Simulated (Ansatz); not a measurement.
Ansatz (an electronic-structure program) input:

Ansatz 0.2 input:
```yaml
crystal:
  periodic: [false, false, false]
  atoms:
    - {symbol: O, position_ang: [-0.60089250, -0.48713657, 0.08006543]}
    - {symbol: C, position_ang: [0.55378898, 0.53356355, 0.11005874]}
    - {symbol: O, position_ang: [1.61935103, 0.12141045, 0.19675192]}
    - {symbol: H, position_ang: [-0.30558142, -1.42625571, 0.00840513]}
    - {symbol: H, position_ang: [0.08426349, 1.51648598, 0.08289031]}
    - {symbol: H, position_ang: [-1.40787196, -0.27578492, -0.43863054]}
basis:
  gaussian:
    orbitals: def2-TZVP
hamiltonian:
  xc: b3lyp
  dispersion: d3bj
total_charge: 1
relax: {f_tol: 0.002, max_steps: 150}
```

What final total energy does it print?

-190.11117 Eh (B3LYP-D3(BJ)/def2-TZVP). The basis has 111 functions. The run takes about 40 core-seconds (a rough figure).

It need not be the lowest isomer of its formula.
